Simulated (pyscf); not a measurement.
O=B–OH + CH₄ → H₃C–O–BH–OH, an addition across a multiple bond or ene-type step (singlet surface; C–H broken, B–H, C–O formed). Single points on ωB97X-D3(BJ)/def2-SVP structures (PySCF, gas phase). MP2 and CC: frozen core, UHF for open shells. ΔMP2 is the change of the MP2 total energy from the triple- to the quadruple-zeta basis. Energies in eV from the separated reactants.

Small-basis levels: PySCF, no dispersion term, spherical d functions. AM1 to PM7: differences of heats of formation from MOPAC, which are fitted to 298 K values and so differ in kind from electronic energies by zero-point and thermal terms. GFN2-xTB: tblite. Cost: rough CPU time at the saddle relative to B3LYP/6-31G*, from one job on a shared machine.

```json
[
 {"level": "HF/STO-3G", "barrier": "5.69", "reaction energy": "-1.09", "cost": "0.05"},
 {"level": "MP2/6-31G*", "barrier": "4.01", "reaction energy": "+0.07", "cost": "0.10"},
 {"level": "SVWN5/6-31G*", "barrier": "2.94", "reaction energy": "-0.59", "cost": "1"},
 {"level": "PBE/6-31G*", "barrier": "3.29", "reaction energy": "-0.15", "cost": "1"},
 {"level": "B3LYP/LANL2DZ", "barrier": "3.86", "reaction energy": "+0.14", "cost": "0.9"},
 {"level": "B3LYP/6-31G*", "barrier": "3.72", "reaction energy": "-0.10", "cost": "1"},
 {"level": "M06-2X/6-31G*", "barrier": "3.77", "reaction energy": "-0.27", "cost": "3"},
 {"level": "PBE/def2-SVP", "barrier": "3.27", "reaction energy": "-0.13", "cost": "2"},
 {"level": "B3LYP/def2-SVP", "barrier": "3.70", "reaction energy": "-0.07", "cost": "1"},
 {"level": "GFN2-xTB", "barrier": "4.44", "reaction energy": "+0.05", "cost": "under 0.02"},
 {"level": "PM3", "barrier": "3.79", "reaction energy": "-0.01", "cost": "under 0.02"},
 {"level": "PM7", "barrier": "3.90", "reaction energy": "+0.25", "cost": "under 0.02"},
 {"level": "CCSD(T)/def2-TZVPP + ΔMP2(QZVPP)", "barrier": "3.68", "reaction energy": "-0.04", "cost": "–"}
]
```

Against the last row the barrier runs from -0.74 (SVWN5/6-31G*) to +2.02 eV (HF/STO-3G). CCSD(T)/def2-TZVPP + ΔMP2(QZVPP) has limits of its own. On the product side the descent ends in a point that may be a rotor saddle (no frequency run), 0.06 eV over the lowest minimum found and 3.78 eV under the saddle at ωB97X-D3(BJ)/def2-TZVP. The same reactants have a lower exit, to H₃C–B(OH)–OH (barrier +1.94 eV at ωB97M-D3(BJ)/def2-TZVP, against +3.69 eV here). This is the saddle that the search found; another between the same sides may lie lower. The CCSD(T) − MP2 part came from Ansatz, without density fitting, on the same reference.
